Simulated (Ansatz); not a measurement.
Input file:

```yaml
crystal:
  periodic: [false, false, false]
  atoms:
    - {symbol: B, position_ang: [0.000000, 0.000000, 0.090069]}
    - {symbol: C, position_ang: [0.000000, 0.000000, -1.358850]}
    - {symbol: H, position_ang: [0.000000, 0.000000, 1.268781]}
basis:
  gaussian: {orbitals: 6-31G}
magnetization: {spin_polarized: true, initial_magnetization: 4}
correlation: {method: ccsd_t, electrons: outside_noble_gas}
```

```sh
$ ansatz run in.yaml --threads 1 --pin off --events-out ev --progress --plain --max-ram 2393MiB
```

(1) Roughly how long does this take on 1 thread of Arm Neoverse V1, shared host, and how much host memory?

```
285 factors; integrals over basis functions are off by at most 2.2e-4 eV
mean field evaluation 1: about -1708.5137 eV, gradient 9.2e0 eV
mean field evaluation 2: about -1708.5195 eV, gradient 9.2e0 eV
mean field evaluation 4: about -1709.9406 eV, gradient 1.7e0 eV
mean field evaluation 8: about -1710.0242 eV, gradient 7.2e-4 eV
mean field evaluation 16: about -1710.0174 eV, gradient 1.8e-1 eV
mean field evaluation 32: about -1710.0242 eV, gradient 5.0e-2 eV
mean field -1710.02424039 eV, -62.8422317384 hartree, gradient 3.1e-6 eV, S^2 6.015594; 2 other end points of the search recorded, 0 dependent functions left out
2 core orbitals not correlated: weight in the atoms' cores, before any rotation towards them, 1.000 or more for the frozen orbitals, at most 0.000 for the correlated occupied ones
reference -1710.02424039 eV, -62.8422317384 hartree; 6, 2 occupied and 12, 16 virtual orbitals, 285 factors
second order -1.56958289 eV of doubles, -0.00000000 eV of singles
cycle   1  -1.92964407 eV  change   -3.6e-1 eV  update   5.0e-2
cycle   2  -2.11249211 eV  change   -1.8e-1 eV  update   2.5e-2
cycle   3  -2.13530130 eV  change   -2.3e-2 eV  update   9.3e-3
cycle   4  -2.13938863 eV  change   -4.1e-3 eV  update   2.5e-3
cycle   5  -2.13859911 eV  change    7.9e-4 eV  update   7.8e-4
cycle   6  -2.13852775 eV  change    7.1e-5 eV  update   3.1e-4
cycle   7  -2.13872335 eV  change   -2.0e-4 eV  update   1.2e-4
cycle   8  -2.13863663 eV  change    8.7e-5 eV  update   4.1e-5
cycle   9  -2.13865332 eV  change   -1.7e-5 eV  update   1.5e-5
cycle  10  -2.13865334 eV  change   -2.4e-8 eV  update   5.4e-6
perturbative correction -0.03300615 eV, -0.0012129537 hartree
Total energy: -1712.19589989 eV, -62.9220387527 hartree
```

For the same geometry and basis full CI lies 13.2 meV lower.

## Answers

(1) 0.3 s wall and 0.07 GiB.
